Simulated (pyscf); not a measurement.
`[NH2][Ti]([NH2])([NH2])[NH2]` → `[NH3]` + `[NH]=[Ti]([NH2])[NH2]` (elimination; singlet surface; N–Ti, H–N broken, H–N formed). Single points on ωB97X-D3(BJ)/def2-SVP structures (PySCF, gas phase). Energies in kcal/mol from the reactant's lowest minimum found.

```tsv
level	barrier	reaction energy
ωB97X-D3(BJ)/def2-TZVP	37.6	+50.3
r²SCAN/def2-TZVP	34.4	+49.5
PBE0-D3(BJ)/def2-TZVP	34.7	+49.4
M06-2X/def2-TZVP	38.0	+53.2
ωB97M-D3(BJ)/def2-TZVP	?	?
HF/def2-TZVP	?	+51.0
```

Q: Fill in the missing entries.

A: 
- ωB97M-D3(BJ)/def2-TZVP, barrier: 37.1
- ωB97M-D3(BJ)/def2-TZVP, reaction energy: +47.7
- HF/def2-TZVP, barrier: 50.7

On the product side the descent ends in an adduct with a N–Ti contact, 35.0 kcal/mol under the separated species and 22.2 kcal/mol under the saddle at ωB97X-D3(BJ)/def2-TZVP. At ωB97X-D3(BJ)/def2-TZVP, r²SCAN, PBE0-D3(BJ), M06-2X, ωB97M-D3(BJ)/def2-TZVP, HF the saddle lies under the separated products, which points to a path from their complex (located at ωB97X-D3(BJ) alone), and parting the products costs more than the saddle. What is counted as broken (N–Ti) persists as a longer contact in the product adduct; parting that adduct is a step of its own. At the saddle there is also a short H–Ti contact that neither side keeps. This is the saddle that the search found; another between the same sides may lie lower.
